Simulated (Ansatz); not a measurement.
# C₂H₄S (singlet): wave-function methods side by side, cc-pV(Q+d)Z

The task here is to estimate one member of a computed series from the others.

The runs use Ansatz 0.2.0, Gaussian basis; cc-pV(Q+d)Z, core rule «outside noble gas», up to 7 orbitals frozen.

To be run: UHF; CCSD(T) on RHF; BCCD(T) on RHF.

18 further runs of the same task are left out: 1 that didn't finish, 17 set aside as unsound or not needed.

## What is computed

The geometry is an MP2(full)/6-31G* stationary point (not a proven minimum).

7 atoms, charge 0, spin multiplicity 1.

Atoms are counted from 1 here; the program's logs count them from 0.

Bond lengths: C1–S2 1.814 Å, C1–C3 1.479 Å, C1–H4 1.085 Å, C1–H5 1.085 Å, S2–C3 1.814 Å, C3–H6 1.085 Å, C3–H7 1.085 Å. Angles: S2–C1–C3 65.9°, S2–C1–H4 115.6°, S2–C1–H5 115.6°, C3–C1–H4 118.1°, C3–C1–H5 118.1°, H4–C1–H5 114.8°, C1–S2–C3 48.1°, C1–C3–S2 65.9°, C1–C3–H6 118.1°, C1–C3–H7 118.1°, S2–C3–H6 115.6°, S2–C3–H7 115.6°, H6–C3–H7 114.8°.

Set-up of the first run:

File in.yaml:

```yaml
crystal:
  periodic: [false, false, false]
  atoms:
    - {symbol: C, position_ang: [0.000000, -0.739719, -0.864068]}
    - {symbol: S, position_ang: [0.000000, 0.000000, 0.791740]}
    - {symbol: C, position_ang: [0.000000, 0.739719, -0.864068]}
    - {symbol: H, position_ang: [-0.913940, -1.250142, -1.148628]}
    - {symbol: H, position_ang: [0.913940, -1.250142, -1.148628]}
    - {symbol: H, position_ang: [0.913940, 1.250142, -1.148628]}
    - {symbol: H, position_ang: [-0.913940, 1.250142, -1.148628]}
basis:
  gaussian: {orbitals: "cc-pV(Q+d)Z.json"}
magnetization: {spin_polarized: true, initial_magnetization: 0}
hamiltonian: {xc: hf}
output: {orbitals: {seedname: orbitals}}
```

Started as:

```
$ ansatz run in.yaml --threads 1 --pin off --events-out ev --progress --plain --max-ram 3956MiB --backend cpu
```

Steps of the session up to this table: UHF; CCSD(T) on RHF; BCCD(T) on RHF.

One table of the session follows, with a row left open; its other results are not shown here.

```
  method  from RCCSD(T) (meV)
     RHF             +16446.4
    RMP2                    ?
   RCCSD               +774.7
RCCSD(T)                    0
 BCCD(T)                 -4.1
```

Estimate the missing values for RMP2.

The run gave: from RCCSD(T) (meV): +1430.6. In the column «from RCCSD(T) (meV)» it lies between RCCSD (+774.7) and RHF (+16446.4).

With the free atoms at the same levels and basis (separate runs), the atomisation energy is 26.798 eV at RCCSD(T), 19.649 eV at RHF.
